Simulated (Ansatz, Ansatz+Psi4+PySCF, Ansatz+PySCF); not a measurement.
```csv
atom,x (Å),y (Å),z (Å)
C,0.0000,0.0000,0.0000
H,0.9437,0.9437,0.9437
H,-0.6291,-0.6291,0.6291
H,0.6291,-0.6291,-0.6291
H,-0.6291,0.6291,-0.6291
```

Basis set: cc-pVTZ (spherical functions). Frozen core: 1 orbital. Charge 0, multiplicity 1.

Computed with Ansatz (development build ahead of 0.2.0); each method stands on the lowest determinant of its kind that the runs found. Restricted open shells among the atoms or ions are ROHF, correlated in semicanonical orbitals with singles.

The atomization energy at this shape (free ground-state atoms in the same class of orbitals less the molecule, no zero-point energy) of singlet CH4:

```tsv
method	atomization energy
UHF-MP2	15.59 eV
RHF	12.04 eV
UHF	11.91 eV
```

Task: What does RHF-CCSD(T) give?

Result: 15.86 eV. Caution: the shape is not the minimum.
